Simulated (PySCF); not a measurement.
Chlorine monofluoride, ClF, SMILES FCl, point group C∞v.

Level: PBE0/pcSseg-2 in PySCF (density fitting, grid level 2); geometry and Hessian at that level, cubic constants and property derivatives from steps of ±0.6 along each species' dimensionless normal coordinates, second-order vibrational perturbation theory. The parent has the commonest isotopes.

Equilibrium geometry (Å):

| atom | x | y | z |
| --- | --- | --- | --- |
| F1 | 0.8166 | -0.0112 | -0.0119 |
| Cl2 | -0.8055 | 0.0162 | -0.0447 |

An isotope shift is δ(isotopologue) − δ(parent), that is, the negative of the change in the averaged GIAO shielding; n counts bonds from the nearest label (0: the labelled atom itself). These are computed values; those of heavy atoms are rounded to 5 ppb, about the numerical noise.

Problem. What isotope shifts arise with ³⁷Cl at 2?

Solution. 
```json
{"nucleus": "Cl2", "n": "0", "0 K (ppb)": "-240", "200 K (ppb)": "-235"}
{"nucleus": "F1", "n": "1", "0 K (ppb)": "-50", "200 K (ppb)": "-50"}
```
